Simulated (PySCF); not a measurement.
# Exercise with solution: chemical shift, span and skew from a shielding tensor

nitrous oxide (N2O), SMILES N#[N+][O-]. Atoms are numbered in the order given.

```xyz
3

N      0.0000     0.0000    -1.1894
N      0.0000     0.0000    -0.0713
O      0.0000     0.0000     1.1031
```

Geometry optimised at PBE0-D3(BJ)/def2-TZVP.

GIAO shieldings from PBE0/pcSseg-2 run with PySCF, non-relativistic, no solvent. The symmetric part of the tensor of N2 has the principal values -180.9, -180.9, 352.3 ppm. The same nucleus in NH3 has σ = 263.3 ppm at this level (PySCF, at its B3LYP-D3(BJ)/def2-TZVP geometry).

Problem. Work out the isotropic shielding, the ¹⁵N shift against NH3, the span and the skew.

Solution. 
σ(iso) = (σ11 + σ22 + σ33)/3 = -3.2 ppm. δ = σ(ref) − σ(iso) = 263.3 − (-3.2) = 266.5 ppm.
Span Ω = σ33 − σ11 = 533.2 ppm. Skew κ = 3(σ(iso) − σ22)/Ω = 1.00, an axial tensor. Tumbling in solution averages the tensor to δ; in a static solid the shielding alone would spread this spin-1/2 line over Ω.
